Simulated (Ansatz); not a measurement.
Diamond was calculated with PBE in Ansatz (plane waves, PAW).

Run with plane-wave cutoff 520 eV, 16×16×16 k mesh, Fermi–Dirac smearing 0.01 eV, scalar-relativistic PAW data made under PBE.

Cell (relaxed at this level):

C is taken in the cubic space group Fd-3m, origin choice 1 (No. 227), the diamond structure, Pearson symbol cF8. Cell: a = b = c = 3.572 Å, α = β = γ = 90.00°. C on 8b has 4 C at 1.547 Å (tetrahedral). (Neighbours: up to the widest gap in distance over summed covalent radii, below 1.35, at either atom.)
(The calculation used a cell of 2 atoms; values per cell refer to that cell.)

Task: Predict the bulk modulus B0, band gap, smallest direct gap on the k points sampled and pressure derivative B′ of the bulk modulus.

Result: 
- bulk modulus B0: 433 GPa
- band gap: 4.13 eV (indirect)
- smallest direct gap on the k points sampled: 5.59 eV
- pressure derivative B′ of the bulk modulus: 3.7

Measured, for comparison: bulk modulus 455 GPa (0 K value with the zero-point phonon effect removed; as tabulated in Mejia-Rodriguez and Trickey (2018), arXiv:1807.09216). Computed (rounded) less measured: bulk modulus -5 %.

Static lattice: no zero-point or thermal effects.

It cost very roughly 11 core-seconds of CPU time.

Ansatz is an electronic-structure program.
